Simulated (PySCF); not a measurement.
Compound: C2H3N3.
Atom-mapped SMILES: `[cH:1]1[n:2][cH:3][nH:4][n:5]1` (hydrogens: H6 on C1; H7 on C3; H8 on N4)

Structure used (PBE0-D3(BJ)/def2-SVP), in Å, numbered top down from 1:
```xyz
8
C2H3N3 angstrom
C      1.2098   -0.0092   -0.3406
N      0.5844    1.0801    0.1695
C     -0.6385    0.6449    0.3738
N     -0.7254   -0.6464   -0.0017
N      0.4495   -1.0813   -0.4610
H      2.2590   -0.0161   -0.6339
H     -1.4766    1.2108    0.7799
H     -1.5240   -1.2685    0.0303
```

All values: PBE0/pcSseg-1 and CAM-B3LYP/def2-SVPD (PySCF, non-relativistic), on one gas-phase PBE0-D3(BJ)/def2-SVP geometry that isn't relaxed in the solvent. The solvent is an IEF-PCM continuum (cavity from Bondi-type radii × 1.2). The model holds no explicit solvent molecules, cavitation or dispersion.

Gas phase at PBE0/pcSseg-1: HOMO -7.93 eV, LUMO 0.07 eV, dipole 2.95 D.

Task: What does the continuum do to the energy, the frontier levels and the dipole at PBE0/pcSseg-1 in dichloromethane and dimethylsulfoxide?

Result: 
| solvent | ε | E(solvent) − E(gas) (kcal/mol) | polarisation term (kcal/mol) | distortion of the solute (kcal/mol) | HOMO (eV) | LUMO (eV) | dipole (D) |
| --- | --- | --- | --- | --- | --- | --- | --- |
| dichloromethane | 8.93 | -8.41 | -9.64 | 1.23 | -7.93 | 0.13 | 3.72 |
| dimethylsulfoxide | 46.83 | -9.82 | -11.51 | 1.69 | -7.94 | 0.13 | 3.86 |

Polarisation term: ½ Σ q·V over the induced surface charges. Distortion: the rise of the solute's own energy as its density leaves the gas-phase optimum. From dichloromethane to dimethylsulfoxide the lowering changes by a factor 1.17, Onsager's factor (ε − 1)/(2ε + 1) by 1.15 and ε itself by 5.2.

Task: Which radius a makes the point-dipole formula ΔE = −[(ε − 1)/(2ε + 1)]·μ²/a³ give the value in dimethylsulfoxide, with the gas-phase dipole?

Result: μ = 1.163 au and |ΔE| = 0.01565 Eh give a = 1.84 Å; the farthest nucleus lies 2.33 Å from the centroid of the nuclei, so such a sphere wouldn't even hold the nuclei. The formula assumes a rigid point dipole at the centre of a sphere.

Task: Which Mulliken charges (PBE0/pcSseg-1) respond most in dichloromethane (means over atoms taken as equivalent)?

Result: 
```csv
atoms,environment,gas (e),solvent (e),change
N2,pyridine-type nitrogen,-0.422,-0.480,-0.058
N5,pyridine-type nitrogen,-0.245,-0.288,-0.043
H8,N–H hydrogen,+0.206,+0.237,+0.031
H7,aromatic hydrogen,+0.128,+0.152,+0.024
N4,pyrrole-type nitrogen,-0.242,-0.222,+0.020
C3,aromatic CH next to a ring nitrogen,+0.271,+0.286,+0.015
H6,aromatic hydrogen,+0.125,+0.138,+0.013
C1,aromatic CH next to a ring nitrogen,+0.181,+0.176,-0.005
```

Task: How do the nuclear quadrupole coupling constants eQVzz/h respond in dichloromethane?

Result: 
| nucleus | Q (barn) | gas (MHz) | solvent (MHz) | η gas | η solvent |
| --- | --- | --- | --- | --- | --- |
| 14N at N2 | 0.02044 | -4.50 | -4.26 | 0.08 | 0.03 |
| 14N at N4 | 0.02044 | -3.20 | -2.93 | 0.46 | 0.66 |
| 14N at N5 | 0.02044 | -4.99 | -4.79 | 0.60 | 0.61 |

Gas phase at CAM-B3LYP/def2-SVPD: HOMO -9.31 eV, LUMO 1.10 eV, dipole 2.92 D.

Task: What does the continuum do to the energy, the frontier levels and the dipole at CAM-B3LYP/def2-SVPD in dichloromethane and dimethylsulfoxide?

Result: 
| solvent | ε | E(solvent) − E(gas) (kcal/mol) | polarisation term (kcal/mol) | distortion of the solute (kcal/mol) | HOMO (eV) | LUMO (eV) | dipole (D) |
| --- | --- | --- | --- | --- | --- | --- | --- |
| dichloromethane | 8.93 | -8.30 | -9.72 | 1.42 | -9.30 | 1.18 | 3.78 |
| dimethylsulfoxide | 46.83 | -9.72 | -11.69 | 1.97 | -9.30 | 1.19 | 3.94 |

Task: How does the static polarisability (CAM-B3LYP/def2-SVPD, frozen core, with the continuum's full static response) change?

Result: 
| medium | isotropic (au) | principal values (au) | ⟨r²⟩ of the electrons (bohr²) |
| --- | --- | --- | --- |
| gas | 40.9 | 27.3, 45.3, 49.9 | 265.6 |
| dichloromethane | 52.1 | 34.1, 59.4, 62.9 | 265.4 |
| dimethylsulfoxide | 54.4 | 35.7, 62.2, 65.2 | 265.3 |

The isotropic value in dimethylsulfoxide is 1.33 times the gas-phase one; no cavity-field correction is applied. ⟨r²⟩ is taken about the centre of nuclear charge.
